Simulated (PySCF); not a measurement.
Molecule: `InChI=1S/C3H7NO/c1-2-4-3-5/h3H,2H2,1H3,(H,4,5)`.

Atom-mapped SMILES (the numbers label the heavy atoms): `[CH3:1][CH2:2][NH:3][CH:4]=[O:5]` (H(Xn): hydrogen on atom n).

Spin–spin couplings on one PBE0-D3(BJ)/def2-SVP geometry, PySCF 2.14, gas phase, non-relativistic, equivalent pairs averaged (spin–dipole term only in couplings to heteroatoms); isotopes $^{13}$C, $^{1}$H, $^{15}$N; basis pcJ-1.

Task: How do the couplings (Hz) change with the functional? Times are CPU seconds on shared hosts with different chips, so compare them loosely.

Result: 
```
functional  functions  $^{1}J$(C4,H(C4))  $^{1}J$(C2,H(C2))  $^{1}J$(C1,H(C1))  $^{1}J$(N3,H(N3))  $^{1}J$(C1,C2)  $^{1}J$(C2,N3)  $^{1}J$(N3,C4)  core-s
        HF        205              230.0              173.7              160.0             -114.7            67.2           -25.9           -25.8      14
       LDA        205              153.1              107.5              101.7              -77.1            22.0            -6.1            -8.5      15
       PBE        205              177.7              130.0              121.9              -86.2            31.8            -9.2           -11.6      21
       KT2        205              193.0              137.1              127.9              -93.5            23.0            -5.2            -6.2      21
     B3LYP        205              194.6              142.4              133.5              -94.4            38.5           -12.1           -15.0      14
      PBE0        205              184.3              134.9              125.7              -90.6            36.8           -11.7           -14.3      19
     B97-2        205              177.5              128.4              120.2              -87.1            36.4           -12.0           -14.4      19
 BHandHLYP        205              208.2              153.7              143.2             -102.0            47.4           -16.3           -19.0      21
 CAM-B3LYP        205              193.2              139.9              130.8              -94.3            38.4           -12.7           -15.5      26
```
